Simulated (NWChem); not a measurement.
# dimethyl ether (C2H6O)

```xyz
9

C     -1.1611     0.0000    -0.1881
O      0.0000     0.0000     0.5778
C      1.1611     0.0000    -0.1881
H     -1.2330    -0.8952    -0.8395
H     -1.2330     0.8952    -0.8395
H     -2.0215     0.0000     0.4963
H      1.2330    -0.8952    -0.8395
H      2.0215     0.0000     0.4963
H      1.2330     0.8952    -0.8395
```
Charge 0, spin multiplicity 1.

All runs are NWChem calculations. All single points use one geometry, from PBE0/def2-SVP, a minimum by its harmonic frequencies.

Symmetry labels belong to the abelian group C2v used in the runs, with the axes of the coordinates shown.

**Question.** List the lowest 4 singlet excitations that TD-PBE/def2-SVP gives, with oscillator strengths.

**Answer.** 
```
state  symmetry  energy (eV)  wavelength (nm)      f
-----  --------  -----------  ---------------  -----
1            b2         6.78              183  0.060
2            a2         7.94              156  0.000
3            b2         8.25              150  0.019
4            a1         8.41              147  0.012
```
